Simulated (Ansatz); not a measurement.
Predict the output of the script below (Ansatz's Python interface).

`torsion.py`
```python
"""Rigid torsion scan of H6NPSi."""

import ansatz as az
from ase import Atoms

BASIS = "def2-SVP"
XC = "PBE0"
FORCE_TOL = 0.02

atoms = Atoms(["N", "Si", "P", "H", "H", "H", "H", "H", "H"], positions=[
    (-1.0083, 0.5755, -0.9964),
    (0.2636, 0.5443, 0.0414),
    (-0.2234, -1.0184, 1.4944),
    (-1.115, -0.2719, -1.4577),
    (-0.8592, 1.2747, -1.772),
    (0.4499, 1.8905, 0.6587),
    (1.4589, 0.1627, -0.7733),
    (0.0261, -2.1159, 0.6496),
    (1.0959, -1.0878, 2.1383),
])

# start the scan from a relaxed geometry
first = az.Crystal.molecule_from_ase(atoms).calculation()
first = first.basis(gaussian=BASIS)
first = first.functional(XC)
first = first.relax(force_tolerance=FORCE_TOL, max_steps=80)
atoms.positions = first.run().report["positions_ang"]

start = atoms.get_dihedral(0, 1, 2, 7)
energies = {}
for turn in range(0, 360, 30):
    turned = atoms.copy()
    turned.set_dihedral(0, 1, 2, 7, start + turn, indices=[2, 7, 8])
    calculation = (
        az.Crystal.molecule_from_ase(turned).calculation()
        .basis(gaussian=BASIS)
        .functional(XC)
    )
    energies[round((start + turn) % 360)] = calculation.run().report["free_energy_ev"]
floor = min(energies.values())
print("dihedral N0-Si1-P2-H7 (deg)   E - E(min) (eV)")
for angle, e in sorted(energies.items()):
    print(f"{angle:8d} {(e - floor):14.3f}  " + "#" * int(30 * (e - floor) / max(max(energies.values()) - floor, 1e-9)))
```

```console
$ python torsion.py
dihedral N0-Si1-P2-H7 (deg)   E - E(min) (eV)
       9          0.042  #############
      39          0.033  ##########
      69          0.012  ###
      99          0.036  ###########
     129          0.054  #################
     159          0.022  #######
     189          0.000
     219          0.045  ##############
     249          0.094  ##############################
     279          0.070  ######################
     309          0.011  ###
     339          0.007  ##
```

The lowest point is at 189° and the highest at 249°, 0.094 eV (9.1 kJ/mol) above it, with the rest of the molecule held.

The scan is rigid and the energies are electronic, in a modest basis. With rigid groups the curve can differ much from the relaxed path, the start wasn't checked as a minimum of this torsion, and equivalent turns needn't return to the same energy. Run time: 46 s on 1 thread of Arm Neoverse V2 (shared host), peak memory 0.22 GiB.
